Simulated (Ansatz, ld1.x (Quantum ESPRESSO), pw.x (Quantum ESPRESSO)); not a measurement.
## Which B potential is closest to all-electron in the sc crystal?

All use LDA (PW92), scalar-relativistic, no spin, cutoffs from each file’s atomic test, pw.x 7.5; 17³ k-points, Fermi–Dirac smearing 0.01 Ry. Δ is the rms difference from all-electron LAPW of the E(V) curves that follow from fits to the pressures, over ±6 % in volume. Mesh and smearing are coarse and serve the comparison alone. The files are a selection: those with a ghost or negative overlap were mostly not run, and those with noisy or unconverged pressures or nearly equal Δ are left out.

All-electron: a0 = 1.865 Å (V0 = 6.49 Å³/atom), B0 = 249.7 GPa.

(1) Rank them by Δ, smallest first.
A. norm-conserving RRKJ (Kleinman–Bylander form), ld1.x (Quantum ESPRESSO) 7.5, LDA (PW92); core [He], reference 2s2 2p1; waves: 2p (bound): rc 2.00 bohr; 3d channel at 0.4 Ry: rc 1.85 bohr; 2s (bound): rc 1.25 bohr; local part: the s channel; core correction: none; rho0 0.02.
B. ultrasoft, ld1.x (Quantum ESPRESSO) 7.5, LDA (PW92); core [He], reference 2s2 2p1; waves: 2s (bound): rcut 1.30, rcutus 1.50 bohr; 2s channel at -0.1 Ry: rcut 1.30, rcutus 1.50 bohr; 2p (bound): rcut 1.55, rcutus 1.95 bohr; 2p channel at 0.4 Ry: rcut 1.55, rcutus 1.95 bohr; 3d channel at -0.1 Ry: rcut 1.50, rcutus 1.90 bohr; 3d channel at 2.5 Ry: rcut 1.50, rcutus 1.90 bohr; local part: all-electron potential smoothed inside 1.55 bohr (lloc = -1); core correction: a·sin(br)/r model core inside 1.45 bohr; augmentation: built from norm-conserving waves at rcut, not smoothed further.
C. PAW, ld1.x (Quantum ESPRESSO) 7.5, LDA (PW92); core [He], reference 2s2 2p1; waves: 2s (bound): rcut 1.10, rcutus 1.45 bohr; 2s channel at 0.3 Ry: rcut 1.10, rcutus 1.45 bohr; 2p (bound): rcut 2.00, rcutus 2.40 bohr; 2p channel at 2.6 Ry: rcut 2.00, rcutus 2.40 bohr; 3d channel at 0.4 Ry: rcut 1.65, rcutus 1.95 bohr; 3d channel at 1.55 Ry: rcut 1.65, rcutus 1.95 bohr; local part: all-electron potential smoothed inside 2.25 bohr (lloc = -1); core correction: a·sin(br)/r model core inside 1.05 bohr; augmentation: BESSEL, radius 0.90 bohr.

Results:

(1) B (2.9 meV/atom), A (5.3 meV/atom), C (8.5 meV/atom).
